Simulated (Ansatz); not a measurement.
Input for Ansatz (development build ahead of 0.2.0):

```yaml
crystal:
  periodic: [false, false, false]
  atoms:
    - { symbol: Si, position_ang: [-0.00451, 0.02163, -0.0294] }
    - { symbol: H, position_ang: [0.84664, 0.84943, 0.83853] }
    - { symbol: H, position_ang: [-0.84123, -0.84686, 0.8994] }
    - { symbol: H, position_ang: [-0.85792, 0.85195, -0.86382] }
    - { symbol: H, position_ang: [0.85702, -0.87615, -0.84471] }
basis:
  gaussian: { orbitals: cc-pVDZ }
hamiltonian:
  xc: hf
correlation:
  method: mp2
  frozen_orbitals: { H: 0, Si: 5 }
```

The input is written out in the form of the current development build from the run's settings.

Output:

```yaml
Converged: yes
Reference_energy: -291.24165 hartree
Correlation_energy: -0.11645 hartree
Total_energy: -291.35810 hartree
Spin_squared_of_the_determinant: 0.000
```
